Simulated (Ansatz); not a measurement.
# C2H4ClF2: the cost of one run

Method: RKS PBE0-D4/def2-SVPD; program: Ansatz 0.2.0.

## (1) The system as given

8 atoms, charge 0, spin multiplicity 1.

Atoms are counted from 1 here; the program's logs count them from 0.

Bond lengths: F1–C2 1.397 Å, C2–C3 1.509 Å, C2–H5 1.109 Å, C2–H6 1.111 Å, C3–F4 1.397 Å, C3–H7 1.111 Å, C3–H8 1.109 Å. Angles: F1–C2–C3 110.9°, F1–C2–H5 107.9°, F1–C2–H6 108.2°, C3–C2–H5 110.8°, C3–C2–H6 109.6°, H5–C2–H6 109.5°, C2–C3–F4 110.9°, C2–C3–H7 109.6°, C2–C3–H8 110.7°, F4–C3–H7 108.2°, F4–C3–H8 108.0°, H7–C3–H8 109.5°.

Geometry (Å):

```xyz
8

F    -1.3154    0.7767    0.8788
C    -0.1035    0.7152    0.1858
C     0.2325   -0.7087   -0.1835
F    -0.6146   -1.1740   -1.1928
H    -0.1966    1.3454   -0.7222
H     0.6921    1.1272    0.8423
H     1.2772   -0.7601   -0.5573
H     0.1203   -1.3788    0.6931
```

This geometry comes from a loose relaxation at PBE in a small basis, which is not shown.

## (4) Plan of the scan

The probe is moved over the molecule's main plane (x and y are the axes of that plane, centred on the molecule).

The axes are (1) x of the probe's Cl atom: 15 values from −4.27 Å; (2) y of the probe's Cl atom: 15 values from −4.27 Å.

Nothing else is relaxed (molecule and probe rigid). Energies count from molecule and probe far apart, each relaxed in its own basis (no counterpoise correction). Points are written as (first, second).

The probe Cl- moves over a plane: the molecule's main plane. The molecule is turned into the frame of its main axes, as the inputs below show.

(The set-up runs are not shown.)

## (5) The run at (0.00 Å, 3.66 Å)

Input file input.yaml:

```yaml
crystal:
  periodic: [false, false, false]
  atoms:
    - { symbol: F, position_ang: [1.441668, -0.523989, -0.15008] }
    - { symbol: C, position_ang: [0.679368, 0.523989, 0.31848] }
    - { symbol: C, position_ang: [-0.679367, 0.523988, -0.318481] }
    - { symbol: F, position_ang: [-1.441669, -0.523988, 0.150081] }
    - { symbol: H, position_ang: [0.594151, 0.424727, 1.411362] }
    - { symbol: H, position_ang: [1.199504, 1.465018, 0.077087] }
    - { symbol: H, position_ang: [-1.199503, 1.465019, -0.077087] }
    - { symbol: H, position_ang: [-0.594152, 0.424725, -1.411363] }
    - { symbol: Cl, position_ang: [0.0, 3.66, 0.0] }
total_charge: -1
basis:
  gaussian: { orbitals: def2-SVPD }
hamiltonian:
  xc: pbe0
  dispersion: d4
output:
  forces: true
```

Command:

```bash
ansatz run input.yaml --threads 1 --pin off --max-ram 2560MiB --backend cpu --events-out ev --progress --plain --runs-dir out
```

Q: Estimate wall time and peak memory on 1 thread of Arm Neoverse V2, shared host.

About 6.9 s, with a peak of 0.32 GiB.
